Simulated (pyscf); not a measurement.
PySCF, gas phase, ωB97X-D3(BJ)/def2-SVP geometries.

Task: Estimate by transition-state theory the rate constant of HO–As(OH)–OH + GaH₃ → HO–As(OH)–O–GaH₂ + H₂ (singlet surface; H–O, Ga–H broken, Ga–O, H–H formed) at 298 K, with ωB97M-D3(BJ)/def2-TZVP energies (ideal gas, 1 atm, RRHO with modes under 100 cm⁻¹ raised to 100, one conformer, R ln 2 for chiral ones without a mode under 150 cm⁻¹; no tunnelling).

Result: The electronic barrier is 9.2 kcal/mol and the thermal terms add +9.9, so ΔG‡ = 19.1 kcal/mol. With k_BT/h = 6.21e+12 s⁻¹ and RT = 0.592 kcal/mol, and a volume of 4.06e-20 cm³ per molecule at 1 atm, k = 2.4e-21 cm³ molecule⁻¹ s⁻¹. Wigner's tunnelling factor for 1352i cm⁻¹ would be 2.77, likely too low at so high a frequency. A shift of 1 kcal/mol in the barrier changes k by a factor 5.4. On the reactant side the descent ends in an adduct with a Ga–O contact (not fully relaxed), 17.4 kcal/mol under the separated species and 23.8 kcal/mol under the saddle at ωB97X-D3(BJ)/def2-TZVP. What is counted as formed (Ga–O) is already present as a longer contact in the reactant adduct; forming that adduct is a step of its own. At the saddle there is also a short Ga–H contact that neither side keeps. At ωB97X-D3(BJ)/def2-TZVP the barrier from the zero used here is 6.4 kcal/mol. HO–As(OH)–O–GaH₂ is closed by a dative Ga–O, As–Ga contact. One saddle was located; it need not be the lowest between these sides. Elements up to Kr have no core potential and no relativistic terms here.
